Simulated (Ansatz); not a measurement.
# AlH3: the cost of one run

Program: Ansatz 0.2.0, Gaussian basis. Level of theory: PBE0-D4/def2-TZVP structures, single points in def2-TZVPP, no counterpoise correction. These are calculated values, not measurements.

Levels: SPW92, PBE-D4, BLYP-D4, r2SCAN-D4, B97M-V, PBE0-D4, B3LYP-D4, r2SCAN0-D4, BHLYP-D4, CAM-B3LYP-D4, wB97X-V, wB97M-V, B2PLYP, PBE-QIDH, RPA on PBE, Hartree-Fock, MP2, CCSD, CCSD(T).

Cores are frozen in the correlated methods. B3LYP uses VWN-RPA correlation. B2PLYP carries no dispersion term here.

78 further runs of the same task are left out: 78 set aside as unsound or not needed.

## Step 1: Where the work starts

The complex: 7 atoms, charge 0, spin multiplicity 1.

Atoms are counted from 1 here; the program's logs count them from 0.

Bond lengths: Al1–S2 2.535 Å, Al1–H3 1.595 Å, Al1–H4 1.595 Å, Al1–H6 1.597 Å, S2–H5 1.344 Å, S2–H7 1.344 Å. Angles: S2–Al1–H3 95.4°, S2–Al1–H4 95.4°, S2–Al1–H6 98.8°, H3–Al1–H4 119.1°, H3–Al1–H6 118.5°, H4–Al1–H6 118.5°, Al1–S2–H5 97.9°, Al1–S2–H7 97.8°, H5–S2–H7 92.8°.

Coordinates:

```xyz
7

Al   -1.08573    0.07206    0.08655
S     1.34870    0.25990   -0.59487
H    -1.57587   -0.58531   -1.28211
H    -1.29898    1.63635    0.31679
H     1.66437   -1.04391   -0.51006
H    -0.91029   -0.86926    1.36410
H     1.85790    0.53006    0.61950
```

Its parts: AlH₃ holds atoms 1, 3, 4, 6; H₂S holds atoms 2, 5, 7. Each part counts its atoms afresh in its own runs.

## Step 2: Relaxing AlH₃ alone

File relax-a/in.yaml:

```yaml
crystal:
  periodic: [false, false, false]
  atoms:
    - {symbol: Al, position_ang: [-1.085734, 0.072058, 0.086550]}
    - {symbol: H, position_ang: [-1.575869, -0.585311, -1.282111]}
    - {symbol: H, position_ang: [-1.298978, 1.636353, 0.316793]}
    - {symbol: H, position_ang: [-0.910288, -0.869259, 1.364098]}
basis:
  gaussian: {orbitals: def2-TZVP}
hamiltonian: {xc: pbe0, dispersion: d4}
relax: {f_tol: 0.005, max_steps: 200}
```

The run is started by

```bash
$ ansatz run in.yaml --threads 2 --pin off --events-out ev --progress --plain --max-ram 4352MiB
```

**Question.** How long does this run take on 2 threads of Arm Neoverse V2, shared host?

About 1.4 s.
